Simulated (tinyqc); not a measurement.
A ladder of methods, and size consistency: correlation methods against full CI in the sto-3g basis, for H2O, spin multiplicity 1. Computed by the program tinyqc with PySCF. All electrons correlated; +Q is the Davidson correction (1 - c0^2) E_corr. The last columns treat two copies 100 angstrom apart as one system. FCI is the lowest singlet.

Geometry (angstrom):
```
atom       x        y       z
O     0.0000   0.0000  0.0000
H     0.0000   0.7710  0.7110
H     0.0000  -0.7710  0.7110
```

RHF energy of one = -74.958254 hartree

Correlation energies (hartree):
```
method   E_corr of one  share of FCI (%)  E_corr of two at 100 angstrom  two minus twice one (mhartree)
MP2           -0.04564            70.992                       -0.09128                           0.000
CISD          -0.06296            97.940                       -0.12154                           4.389
CISD+Q        -0.06533           101.612                       -0.12971                           0.939
CCSD          -0.06412            99.741                       -0.12824                           0.000
CCSD(T)       -0.06420            99.857                       -0.12839                           0.000
FCI           -0.06429           100.000                              -                               -
```

What does the comparison show, and why?

MP2 recovers 71 %, CISD 97.9 % and CCSD 99.7 % of the FCI value (c0^2 = 0.963 in CISD). MP2 and coupled cluster are size consistent, so their last column vanishes; CISD loses 4.39 mhartree, since a double excitation on each copy is a quadruple of the pair, and the Davidson correction leaves +0.94.
